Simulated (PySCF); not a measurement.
Compound: CCl₃F.
SMILES with atom numbers: `[F:1][C:2]([Cl:3])([Cl:4])[Cl:5]`

Method: PBE0-D3(BJ)/def2-SVP geometry optimisation, gas phase in PySCF; density fitting, grid level 1; the optimiser is geomeTRIC in internal coordinates, started from a GFN2-xTB structure with every atom displaced at random (about 0.01 Å).

Step 0: E = -41290.5499 eV
```
atom  x, y, z in Å  |  force x, y, z in eV/Å
F1      0.1160    0.6630   -1.2531    0.112  -0.451   0.904
C2      0.0243    0.0237   -0.0708   -0.413   0.361  -0.364
Cl3     1.2390    0.6647    1.0588   -0.341  -0.084  -0.365
Cl4    -1.6406    0.3219    0.5602    0.751  -0.191  -0.199
Cl5     0.2962   -1.7091   -0.3317   -0.109   0.365   0.024
```

Step 1: E = -41290.1597 eV
```
atom  x, y, z in Å  |  force x, y, z in eV/Å
F1      0.2355    0.5901   -1.1460   -1.130   2.193  -3.806
C2     -0.0526    0.0415   -0.0437    1.740  -1.833   1.506
Cl3     1.2171    0.7219    0.9664    0.262  -0.070   1.657
Cl4    -1.6348    0.2964    0.5839   -0.525   0.221  -0.044
Cl5     0.2697   -1.6857   -0.3972   -0.347  -0.512   0.687
```

Step 2: E = -41290.4802 eV
```
atom  x, y, z in Å  |  force x, y, z in eV/Å
F1      0.1922    0.6253   -1.2063   -0.744   0.863  -1.128
C2     -0.0283    0.0460   -0.0605    1.453  -1.069   0.351
Cl3     1.2197    0.7018    1.0158   -0.074  -0.116   0.479
Cl4    -1.6146    0.2905    0.5786   -0.486   0.256  -0.044
Cl5     0.2660   -1.6994   -0.3642   -0.149   0.066   0.342
```

Q: Estimate the geometry and energy of step 3. (The exact step hangs on the optimiser's Hessian estimate; all steps are aligned on step 2, rigid shifts and turns removed.)

A: E = -41290.5768 eV, largest force 0.429 eV/Å
```
atom  x, y, z in Å  |  force x, y, z in eV/Å
F1      0.1352    0.6582   -1.2210   -0.041   0.040  -0.281
C2      0.0047    0.0280   -0.0671    0.372  -0.213   0.011
Cl3     1.2235    0.6819    1.0374   -0.029  -0.111   0.075
Cl4    -1.6072    0.3091    0.5538   -0.253  -0.006   0.117
Cl5     0.2788   -1.7130   -0.3397   -0.050   0.290   0.079
```

The energy changes by -0.0966 eV. The first-order estimate −F·Δx gives -0.1725 eV and the mean of the old and new forces, exact on a quadratic surface, -0.0963 eV. The step makes an angle of 45° with the force vector and moves no atom by more than 0.067 Å.

The cost below is that of the whole optimisation. Time: 15 s; peak memory 0.36 GiB. Hardware: an Arm Neoverse V1 with one thread, shared host.
